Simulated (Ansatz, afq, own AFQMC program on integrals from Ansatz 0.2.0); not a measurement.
**Where AFQMC and coupled cluster stand for BNH₅, doublet**

```
atom    x (Å)    y (Å)    z (Å)
   N  -1.1202  -0.0191  -0.0297
   H  -1.4175   0.9487  -0.0297
   H  -1.4175  -0.4214   0.8505
   H   0.1818  -0.0191  -0.0297
   B   1.3518  -0.0191  -0.0297
   H   1.8608  -0.0191   1.0473
   H   1.8608  -0.0191  -1.1067
```

Basis cc-pVDZ. Only valence electrons are correlated. AFQMC by an in-house program on the Cholesky factors that Ansatz 0.2.0 writes for its CCSD(T) run. The CISD trial takes its coefficients from CCSD amplitudes. Released means that phaseless walkers are propagated on without the constraint, phases kept. Error bars are statistical, one sigma.

Determinant: UHF, the one that the program's search chose, which needn't be the lowest solution. The geometry is a point of a scan.

No full CI on the walks' own integrals is used here; CCSDT(Q) serves as the reference and is uncertain by about the last step of the cluster series.

Cautions: the released energies move by 1.5 errors or more from one time to the next, so no released level is given (meV from the phaseless value at times in 1/Eh: -2 ± 3 at 0.24, -7.0 ± 2.5 at 0.51, -13 ± 3 at 0.99, -2 ± 4 at 1.62, -14 ± 5 at 2.40), though the last usable value meets CCSDT(Q) within the noise.

The T1 diagnostic is 0.0159. The weight of the determinant in the CISD state is 0.884, the ⟨S²⟩ of the determinant is 0.769 and the size of the correlated space is 13 electrons in 51 orbitals.

```csv
level,correlation energy (eV)
MP2,-7.0262
CCSD,-8.1243
CCSD(T),-8.2979
```

Q: Estimate where phaseless AFQMC with a CISD trial lies against CCSD(T) on the same integrals.

A: 30.3 ± 3.2 meV below CCSD(T).

Reference: CCSDT(Q), correlation energy -8.334 eV.

```tsv
level	E − E(reference) (meV)	share of correlation (%)
CCSD(T)	36.0	99.57
CCSDT	11.5	99.86
ph-AFQMC/CISD	5.7 ± 3.2	99.93
```
